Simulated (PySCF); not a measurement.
How the method moves the HOMO and LUMO of 1,2-dichloroethane

Compound: 1,2-dichloroethane, C2H4Cl2.
Cartesian coordinates in Å at the PBE0-D3(BJ)/def2-SVP level; atoms count from 1:
```xyz
8
C2H4Cl2 angstrom
Cl    -0.2629    1.1472    1.8093
C      0.1470   -0.2004    0.7129
C     -0.1470    0.2004   -0.7129
Cl     0.2629   -1.1472   -1.8093
H     -0.4500   -1.0732    1.0089
H      1.2113   -0.4356    0.8457
H     -1.2113    0.4356   -0.8457
H      0.4500    1.0732   -1.0089
```

Basis pcSseg-2 throughout (PySCF), one geometry. Geometry: PBE0-D3(BJ)/def2-SVP, one conformer, isolated molecule.

**Question.** How do the orbital energies and the gap change with the method?

**Answer.** 
```
  method           kind  HOMO (eV)  LUMO (eV)  gap (eV)  SCF cycles
    BLYP            GGA      -7.19      -0.86      6.33          12
    OPBE            GGA      -7.33      -0.90      6.43          13
   B97-D            GGA      -7.33      -0.89      6.44          12
     PBE            GGA      -7.34      -0.98      6.35          12
    BP86            GGA      -7.44      -1.06      6.37          12
     KT2            GGA      -7.45      -1.04      6.41          12
     KT3            GGA      -7.46      -1.03      6.44          12
     LDA            LDA      -7.47      -1.20      6.27          12
   B3LYP  global hybrid      -8.47      -0.11      8.36          12
    PBE0  global hybrid      -8.73       0.17      8.90          12
mPW1PW91  global hybrid      -8.75       0.17      8.92          12
      HF   Hartree–Fock     -12.03       2.63     14.66          10
```

The HOMO spans 4.83 eV, from BLYP down to HF, and the gap runs from 6.27 eV (LDA) to 14.66 eV (HF). Over the methods BLYP (0 %), OPBE (0 %), B97-D (0 %), PBE (0 %), BP86 (0 %), KT2 (0 %), KT3 (0 %), LDA (0 %), B3LYP (20 %), PBE0 (25 %), mPW1PW91 (25 %), HF (100 %), a straight line through the gap against the share of exact exchange rises by 0.84 eV for each 10 % (correlation coefficient 0.997). The dipole is below 0.03 D at every level.

The vertical ΔSCF ionisation energy at PBE0/def2-SVPD is 10.95 eV; −ε(HOMO) comes closest to it with HF (12.03 eV).
